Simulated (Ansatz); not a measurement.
**Exact exchange and the vertical ionisation energy of C2H6O (ethanol)**

C2H6O has 9 atoms, charge 0, and is taken as a singlet. As SMILES, `CCO`. The shape is that of a PBE0-D4/def2-TZVP optimisation. This is one conformer, not always the lowest.

The vertical ionisation energy (to the doublet cation) y, in eV, basis cc-pVDZ; a is the functional's share of exact exchange. Programs: Ansatz 0.2.0.

| functional | program | a | y (eV) |
| --- | --- | --- | --- |
| revPBE | Ansatz | 0 | 9.95 |
| BLYP | Ansatz | 0 | 9.89 |
| B3LYP | Ansatz | 0.2 | 10.28 |
| PBE0 | Ansatz | 0.25 | 10.27 |
| r2SCAN0 | Ansatz | 0.25 | ? |
| BHLYP | Ansatz | 0.5 | 10.33 |

Problem. Fit y = c + s·a to the known rows and predict r2SCAN0.

Solution. 
1. Means of the 5 rows: a = 0.1900, y = 10.144.
2. Σ(Δa)² = 0.172, Σ(Δa·Δy) = 0.1517, so the slope is 0.1517/0.172 = 0.88198.
3. Intercept: 10.144 − (0.88198) × 0.1900 = 9.976. The largest residual of the fit is 0.13.
4. r2SCAN0: 9.976 + (0.88198) × 0.25 = 10.20 eV.

The run gave 10.31 eV, so the prediction is off by -0.11 eV, within the scatter of the fit.
